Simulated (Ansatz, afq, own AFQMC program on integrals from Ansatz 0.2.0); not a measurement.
# HBrO, triplet: AFQMC among the cluster methods

```xyz
3

Br    0.0000    0.0000   -1.6067
H     0.0000    0.0000    0.1103
O     0.0000    0.0000    1.4963
```

Connectivity, by distances: BrH ··· O.

Basis cc-pVTZ. Noble-gas cores (and the filled d shells of Ga–Kr and In–Xe) are frozen. AFQMC by an in-house program on the Cholesky factors that Ansatz 0.2.0 writes for its CCSD(T) run. ph-AFQMC/CISD is guided by a CISD state made of CCSD amplitudes; releasing the constraint for a short imaginary time cuts its bias at the price of noise, slowly where states lie close. Uncertainties: one standard error, sampling alone. No spin–orbit coupling.

Determinant: UHF, the one that the program's search chose, which needn't be the lowest solution. The geometry is a point of a scan.

No full CI on the walks' own integrals is used here; CCSDT(Q) serves as the reference and is uncertain by about the last step of the cluster series.

Cautions: no relativity below Rb; no spin-orbit coupling; inner d shell frozen; lower spins were not checked; the search met a lower determinant of the same kind, perhaps of another symmetry (115 meV lower); unrestricted determinant spin contaminated (⟨S²⟩ 2.11 against 2.00); the released energies are still falling, so no released level is given (meV from the phaseless value at times in 1/Eh: -15 ± 4 at 0.24, -28 ± 5 at 0.51, -37 ± 4 at 0.99, -30 ± 9 at 1.62, -57 ± 10 at 2.40), though the last usable value meets CCSDT(Q) within the noise.

```
T1 diagnostic                               : 0.0254
weight of the determinant in the CISD state : 0.860
⟨S²⟩ of the determinant                     : 2.111
size of the correlated space                : 14 electrons in 72 orbitals
```

```json
{"level": "MP2", "correlation energy (eV)": "-8.9641"}
{"level": "CCSD", "correlation energy (eV)": "-10.0697"}
{"level": "CCSD(T)", "correlation energy (eV)": "-10.4073"}
```

Question: Estimate where phaseless AFQMC with a CISD trial lies against CCSD(T) on the same integrals.

Answer: 0.9 ± 0.4 kJ/mol below CCSD(T).

Reference: CCSDT(Q), correlation energy -10.461 eV.

```json
{"level": "CCSD(T)", "E − E(reference) (kJ/mol)": "5.1", "share of correlation (%)": "99.49"}
{"level": "CCSDT", "E − E(reference) (kJ/mol)": "1.6", "share of correlation (%)": "99.84"}
{"level": "ph-AFQMC/CISD", "E − E(reference) (kJ/mol)": "4.3 ± 0.4", "share of correlation (%)": "99.58"}
```

A walk keeps the symmetry of its determinant, which the program's search chose and which needn't be the lowest solution, so a lower state of the same spin and another symmetry isn't excluded.
